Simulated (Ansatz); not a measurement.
One starting cell of Ba (a generated cell, Ba built in the AFLOW prototype A_tI2_139_a (A6, as in In)) was relaxed twice with Ansatz (plane waves, PAW, scalar-relativistic): with PBEsol at 420 eV and with PBE at 420 eV. The PBEsol result:

```cif
data_Ba
_chemical_formula_sum 'Ba1'
_space_group_name_H-M_alt 'P 1'
_space_group_IT_number 1
_cell_length_a 4.22772
_cell_length_b 4.22772
_cell_length_c 4.22772
_cell_angle_alpha 109.471
_cell_angle_beta 109.471
_cell_angle_gamma 109.471
loop_
_space_group_symop_operation_xyz
  'x, y, z'
loop_
_atom_site_label
_atom_site_type_symbol
_atom_site_fract_x
_atom_site_fract_y
_atom_site_fract_z
_atom_site_occupancy
Ba1 Ba 0.00000 0.00000 0.00000 1
```

| quantity | PBEsol | PBE |
|---|---|---|
| space group | Im-3m | Im-3m |
| volume (Å³/atom) | 58.17 | [?] |
| a (Å) | 4.882 | [?] |
| gap (eV, no spin-orbit coupling) | 0.00 | [?] |

Task: What does PBE give for the same quantities?

Result: 
- volume (Å³/atom), PBE: 63.39
- a (Å), PBE: 5.024
- gap (eV, no spin-orbit coupling), PBE: 0.00

Both levels end in the same structure; PBE's volume is 9.0 % larger; so large a difference can point to a flat energy valley, in which neither volume is well fixed. Neither column is exact.

No spin polarisation in the result.

Measured for Ba: a 4.995 Å (static lattice; corrected from measurement; as listed in Gábor I. Csonka et al., Physical Review B (2009)). Computed minus measured — a: PBEsol -2.3 %, PBE +0.6 %. The computed values are for a static lattice.

The run could not lose the symmetry of its start.

Ansatz is an electronic-structure program.
